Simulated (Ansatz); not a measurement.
A made-up structure of CH3MgN, singlet:

```xyz
6
angstrom
C -0.6241 -0.2689 -1.1365
N -0.0382 -0.0167 -0.0686
Mg 0.8426 0.3626 1.5341
H 1.1692 0.0199 3.1877
H -0.9502 0.5133 -1.8495
H 1.6400 0.7068 2.9865
```

It is relaxed with PBE-D4/def2-SVP and then PBE0-D4/def2-TZVP (Ansatz 0.2.0). Atoms count as bonded within 1.22 times the sum of their covalent radii (H–H: 0.88 Å). The end point is not checked to be a true minimum.

(1) Does its bonding change? (Judge from chemistry; the calculation decides.)

Results:

(1) The calculation gives: Yes. Formed: none; broken: N2–Mg3, Mg3–H4, Mg3–H6.

Where it ends: The first stage lowers the energy by 2.56 eV in 17 steps. It ends as a complex of HCN ([CH][N]) + H₂ + Mg:
C1  (-0.618, -0.209, -0.827)
N2  (-0.038, 0.066, 0.122)
Mg3  (1.824, 2.856, 0.964)
H4  (1.128, -0.550, 3.401)
H5  (-1.157, -0.460, -1.716)
H6  (0.900, -0.386, 2.709)
(Å)

Labels in which every atom is bracketed show which atoms are joined, not bond orders.

For scale, one of the runs: PBE0-D4/def2-TZVP relaxation, 112 basis functions, launched by `ansatz run in.yaml --threads 2 --pin off --events-out ev --progress --plain --max-ram 4352MiB`. Hardware: 2 CPU threads of an Arm Neoverse V2, shared host. Wall time about 24 s.
